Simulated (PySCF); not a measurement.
# phosphanylidenephosphane (P₂H₂): electronic excitations and core binding energies

Wanted: the electronic excitations and core binding energies of phosphanylidenephosphane (P₂H₂) (`[H]/P=P\[H]`), by calculation.

The runs use PySCF 2.14.0, with density-fitted response routines of our own; the level of theory stands in each step. All values are computed, except where a source is named. Atoms are numbered from 0 throughout.

### Step 1. Starting geometry

4 atoms, charge 0, multiplicity 1; geometry from: GFN2-xTB.

Bonds of the start (Å): P0–P1 2.03, P0–H2 1.40, P1–H3 1.40.

### Step 2. Ultraviolet spectrum: wB97X-D/def2-SVPD

Job settings and geometry (Å):

```
{"job": {"kind": "uv", "xc": "wB97X-D", "basis": "def2-SVPD", "nstates": 8, "ntriplets": 3}, "charge": 0, "multiplicity": 1}
P     -0.940817    -0.678380    -0.379920
P      1.008969    -0.681472     0.177869
H     -1.232767     0.684109    -0.218212
H      1.174849     0.680516     0.470566
```

With the program's defaults for keys left out, this is: TDDFT wB97X-D/def2-SVPD, vertical, gas phase, core orbitals frozen in the response.

The run is started by

```sh
$ OMP_NUM_THREADS=1 python probes_run.py task.json out
```

The driver reads the jobs from task.json and runs them one after another.

**Question.** This job is followed by: delta-SCF UKS SCAN, pcX-2 on the ionised atom, pcseg-1 elsewhere, spin-free X2C. What will the session give for the following? lowest singlet (wB97X-D/def2-SVPD); brightest single state of those computed; lowest triplet; P1s binding energies, SCAN/pcX-2; P2p binding energies, SCAN/pcX-2.

**Answer**, as computed:

```
                                quantity                        value
      lowest singlet (wB97X-D/def2-SVPD)  3.75 eV (330 nm), f = 0.000
brightest single state of those computed  state 3, 4.66 eV, f = 0.139
                          lowest triplet                      2.20 eV
        P1s binding energies, SCAN/pcX-2                P0 2150.27 eV
        P2p binding energies, SCAN/pcX-2                 P0 137.05 eV
```

The first singlet state (HOMO−2→LUMO 0.99) lies at 3.75 eV and is dark; of the 8 states computed, the strongest absorption comes from state 3 at 4.66 eV. The lowest triplet lies 1.55 eV below the lowest singlet (triplets in Tamm-Dancoff, singlets in full TDDFT).
